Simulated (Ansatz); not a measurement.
A calculation with Ansatz (development build ahead of 0.2.0).

```yaml
crystal:
  periodic: [false, false, false]
  atoms:
    - { symbol: C, position_ang: [0.65454, 0.74134, -0.01883] }
    - { symbol: C, position_ang: [-0.63717, 0.7728, -0.03569] }
    - { symbol: C, position_ang: [-0.69766, -0.76583, -0.03698] }
    - { symbol: C, position_ang: [0.64974, -0.73929, -0.00051] }
    - { symbol: H, position_ang: [1.4669, 1.59523, -0.01605] }
    - { symbol: H, position_ang: [-1.44323, 1.59567, -0.02999] }
    - { symbol: H, position_ang: [-1.45169, -1.50704, -0.00281] }
    - { symbol: H, position_ang: [1.40908, -1.52282, 0.02032] }
basis:
  gaussian: { orbitals: def2-SVP }
hamiltonian:
  xc: hf
correlation:
  method: mp2
  frozen_orbitals: { C: 1, H: 0 }
```

The input is written out in the form of the current development build from the run's settings.

Output:

- Converged: yes
- Reference energy: -153.51298 hartree
- Correlation energy: -0.52289 hartree
- Total energy: -154.03586 hartree
- Spin squared of the determinant: 0.000
